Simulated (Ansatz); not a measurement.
The input, for Ansatz 0.2.0:

```yaml
crystal:
  periodic: [false, false, false]
  atoms:
    - {symbol: B, position_ang: [0.004276, -0.172380, 0.797684]}
    - {symbol: N, position_ang: [0.003443, 0.058656, -0.564983]}
    - {symbol: H, position_ang: [0.051407, 0.708410, 1.596636]}
    - {symbol: H, position_ang: [-0.051370, 0.983470, -0.978006]}
    - {symbol: H, position_ang: [-0.093754, -0.658059, -1.323242]}
basis:
  gaussian: {orbitals: cc-pVDZ}
magnetization: {spin_polarized: true, initial_magnetization: 1}
correlation: {method: ccsdt_q, electrons: outside_noble_gas}
```

```sh
$ ansatz run in.yaml --threads 1 --pin off --events-out ev --progress --plain --max-ram 2393MiB
```

The program prints:

```
815 factors; integrals over basis functions are off by at most 2.5e-7 eV
mean field evaluation 1: about -2198.1620 eV, gradient 1.9e1 eV
mean field evaluation 2: about -2198.1623 eV, gradient 1.9e1 eV
mean field evaluation 4: about -2200.1436 eV, gradient 2.4e0 eV
mean field evaluation 8: about -2200.2273 eV, gradient 7.9e-2 eV
mean field evaluation 16: about -2200.2123 eV, gradient 7.3e-1 eV
mean field evaluation 32: about -2196.6573 eV, gradient 9.5e-4 eV
mean field -2200.22741579 eV, -80.8568661626 hartree, gradient 5.1e-6 eV, S^2 0.756781; 0 other end points of the search recorded, 0 dependent functions left out
2 core orbitals not correlated: weight in the atoms' cores, before any rotation towards them, 1.000 or more for the frozen orbitals, at most 0.000 for the correlated occupied ones
reference -2200.22741579 eV, -80.8568661626 hartree; 6, 5 occupied and 35, 36 virtual orbitals, 815 factors
second order -6.52930075 eV of doubles, -0.00000000 eV of singles
cycle   1  -6.92812294 eV  change   -4.0e-1 eV  update   7.1e-2
cycle   2  -7.24738067 eV  change   -3.2e-1 eV  update   3.0e-2
cycle   3  -7.40617660 eV  change   -1.6e-1 eV  update   1.8e-2
cycle   4  -7.38896102 eV  change    1.7e-2 eV  update   6.6e-3
cycle   5  -7.38870391 eV  change    2.6e-4 eV  update   3.8e-3
cycle   6  -7.39178755 eV  change   -3.1e-3 eV  update   1.6e-3
cycle   7  -7.39185571 eV  change   -6.8e-5 eV  update   9.0e-4
cycle   8  -7.39171001 eV  change    1.5e-4 eV  update   4.7e-4
cycle   9  -7.39193602 eV  change   -2.3e-4 eV  update   1.6e-4
cycle  10  -7.39185237 eV  change    8.4e-5 eV  update   7.1e-5
cycle  11  -7.39193325 eV  change   -8.1e-5 eV  update   3.5e-5
cycle  12  -7.39192931 eV  change    3.9e-6 eV  update   1.4e-5
cycle  13  -7.39194474 eV  change   -1.5e-5 eV  update   6.4e-6
cycle  14  -7.39194381 eV  change    9.3e-7 eV  update   2.5e-6
cycle  15  -7.39194307 eV  change    7.3e-7 eV  update   1.1e-6
perturbative correction -0.01487602 eV, -0.0005466838 hartree
Total energy: -2207.63423489 eV, -81.1290617439 hartree
```

Ran on 1 thread of Arm Neoverse V1, shared host: 46 s wall, 0.46 GiB peak host memory.
